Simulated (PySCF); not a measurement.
# How the functional moves excitation energies

BHCl2.
Structure used (PBE0-D3(BJ)/def2-SVP), in Å, numbered top down from 1:
```
atom  x, y, z in Å
Cl1   -1.4981   -0.7434   -0.0075
B2     0.0038    0.1337   -0.0131
Cl3    1.5223   -0.7143    0.0028
H4    -0.0075    1.3336   -0.0278
```

Linear-response calculations in the def2-SVPD basis (PySCF; singlets by full response, triplets Tamm–Dancoff, core orbitals frozen in the response; HF means time-dependent Hartree–Fock). 'Strongest' is the level of largest summed f among the singlets computed (10 roots, of which the last may lack a degenerate partner); it can jump between rows when another state enters that window. S1 is the lowest singlet of each run and needn't be the same state throughout; f(S1) is that of one state. Geometry: PBE0-D3(BJ)/def2-SVP; no solvent, vibrations or thermal averaging.

| functional | kind | S1 (eV) | f(S1) | strongest (eV) | T1 (eV) | HOMO (eV) | gap (eV) | ionisation energy, ΔSCF (eV) |
| --- | --- | --- | --- | --- | --- | --- | --- | --- |
| LDA | LDA | 5.12 | 0.001 | 6.38 | 4.79 | -8.02 | 4.95 | 11.42 |
| PBE | GGA | 5.25 | 0.001 | 6.44 | 4.86 | -7.95 | 5.11 | 11.31 |
| B3LYP | global hybrid, 20% exact exchange | 5.66 | 0.001 | 6.80 | 5.28 | -9.10 | 7.04 | 11.68 |
| PBE0 | global hybrid, 25% exact exchange | 5.73 | 0.001 | 6.93 | 5.27 | -9.36 | 7.48 | 11.74 |
| BHandHLYP | global hybrid, 50% exact exchange | 6.20 | 0.001 | 7.39 | 5.75 | -10.65 | 9.88 | 12.02 |
| CAM-B3LYP | range-separated hybrid | 5.85 | 0.001 | 7.04 | 5.44 | -10.75 | 10.04 | 11.95 |
| wB97X-D | range-separated hybrid | 5.92 | 0.001 | 7.12 | 5.55 | -11.26 | 11.28 | 11.94 |
| LC-wPBE | range-separated hybrid | 6.01 | 0.002 | 7.30 | 5.49 | -12.18 | 12.61 | 12.25 |
| HF | Hartree–Fock | 7.06 | 0.002 | 8.42 | 6.37 | -12.71 | 14.48 | not settled |

S1 runs from 5.12 eV (LDA) to 7.06 eV (HF), a spread of 1.93 eV, while the orbital gap spreads over 9.5 eV. Along PBE (0%), B3LYP (20%), PBE0 (25%), BHandHLYP (50%), HF (100%) S1 rises with the share of exact exchange. −ε(HOMO) comes closest to its own ΔSCF ionisation energy with LC-wPBE (-0.08 eV) and misses most with LDA (-3.39 eV). 'Not settled' means that the ion's SCF failed to converge or may have ended in another state than the lowest.
